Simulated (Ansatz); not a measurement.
A made-up structure of Si2H5S (charge -1), singlet:

```xyz
8
angstrom
Si -0.7025 0.9684 -0.3075
Si 0.6362 -0.3068 1.1681
S 0.8607 -2.0696 -0.2376
H -2.1451 0.5363 -0.3384
H -0.3446 1.0485 -1.7716
H -0.7853 2.4194 0.1052
H 0.0420 -0.1872 -0.6633
H 0.5743 -3.0185 0.6670
```

It is relaxed with PBE-D4/def2-SVPD and then PBE0-D4/def2-TZVPD (Ansatz 0.2.0). Atoms count as bonded within 1.22 times the sum of their covalent radii (H–H: 0.88 Å). The end point is not checked to be a true minimum.

Task: Does its bonding change? (A judgement: the text doesn't fix the answer.)

Result: The calculation gives: Yes. Formed: Si2–H7; broken: Si1–H7.

Where it ends: The first stage lowers the energy by 3.71 eV in 16 steps. It ends as Si₂H₅S ([SiH3][SiH][SH]), total charge -1:
```xyz
8
angstrom
Si -0.9540 0.8995 -0.4044
Si 0.6418 -0.3174 0.8478
S 0.4791 -2.2014 -0.3999
H -2.3796 0.5453 -0.0721
H -0.9349 0.8361 -1.9124
H -0.8918 2.3824 -0.1220
H 1.7991 0.2996 0.0537
H 0.3760 -3.0538 0.6313
```

Labels in which every atom is bracketed show which atoms are joined, not bond orders.

For scale, one of the runs: PBE0-D4/def2-TZVPD relaxation, 177 basis functions, launched by `ansatz run in.yaml --threads 2 --pin off --events-out ev --progress --plain --max-ram 4352MiB`. Hardware: 2 CPU threads of an Arm Neoverse V2, shared host. Wall time about 44 s.
